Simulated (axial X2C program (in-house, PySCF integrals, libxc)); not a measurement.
# PN at several levels of theory

Computed with an in-house relativistic program for diatomic molecules. Spin-free means the one-electron spin-free X2C Hamiltonian; two-component (2c) means X2C with spin–orbit coupling and atomic mean-field two-electron Coulomb and Gaunt terms, so the difference of the two also holds small scalar two-electron terms. Basis: P dyall-v3z [8s7p2d1f], N dyall-av3z [7s7p3d2f] (cores contracted in-house); Gaussian nuclei, density fitting, unrestricted open shells. Masses: P 30.974 u, N 14.003 u.

State, spin-free: M_S = 0, Λ = 0 (closed shell); electrons by block: σα: 7, σβ: 7, π+α: 2, π+β: 2, π-α: 2, π-β: 2. Fragments: P + N.

State, 2c: Ω = 0 (closed shell); electrons by block: 1/2: 9, -1/2: 9, 3/2: 2, -3/2: 2. Fragments: P + N.

| Hamiltonian | level | Re (Å) | ωe (cm⁻¹) | ωexe (cm⁻¹) | Be (cm⁻¹) | αe (cm⁻¹) | De (eV) | k (mdyn/Å) | μ (D) |
| --- | --- | --- | --- | --- | --- | --- | --- | --- | --- |
| spin-free | HF | 1.453 | 1583.8 | 5.05 | 0.8281 | 0.00414 | 1.64 | 14.3 | -3.24 |
| spin-free | MP2 | 1.529 | 1174.4 | 10.2 | 0.7476 | 0.00716 | 6.36 | 7.84 | n/a |
| spin-free | CCSD | 1.494 | 1377.8 | 6.02 | 0.7827 | 0.00494 | 5.39 | 10.8 | n/a |
| spin-free | CCSD(T) | 1.508 | 1313.7 | 6.62 | 0.7691 | 0.00533 | 5.85 | 9.81 | n/a |
| 2c | PBE0 | 1.485 | 1421.5 | 5.63 | 0.793 | 0.00469 | 5.87 | 11.5 | -2.84 |
| 2c | r2SCAN | 1.492 | 1383.6 | 5.75 | 0.7848 | 0.00491 | 5.89 | 10.9 | -2.73 |

Spin-free values that have a 2c row agree with it to the digits that matter (0.001 Å, 0.01 eV) and are not repeated.

Correlated methods: 10 electrons correlated (number of frozen shells: P 2 s, 1 p; N 1 s), 168 virtual spin orbitals or spinors in MP2, 88 natural virtuals in coupled cluster.

Dipoles are positive if N is the positive end.

Occupations by symmetry block were frozen at the best pattern of an incomplete PBE0 search. The closed shell is kept restricted, so the energy runs too high when the bond is stretched far. De is counted from the lowest determinant-based energies of the atoms at the same level, without counterpoise correction. Coupled cluster ran in a truncated set of natural virtual spinors; the MP2 energy of the rest was added. (T) has no such correction and the atoms are truncated less, which lowers De at CCSD(T) by a hundredth of an eV or more.

No reliable constants came from CCSD (2c), CCSD(T) (2c), HF (2c), MP2 (2c): no minimum in range, unconverged points, a curve that is not smooth, a change of character along it, or the two Hamiltonians disagreeing along it.

Rough cost a point (2c) on 1 thread(s) of a shared host, integrals apart: PBE0 0.21 s, r2SCAN 0.27 s.

The whole task took 84 s on 1 thread of Intel(R) Xeon(R) Processor @ 2.30GHz (shared host).
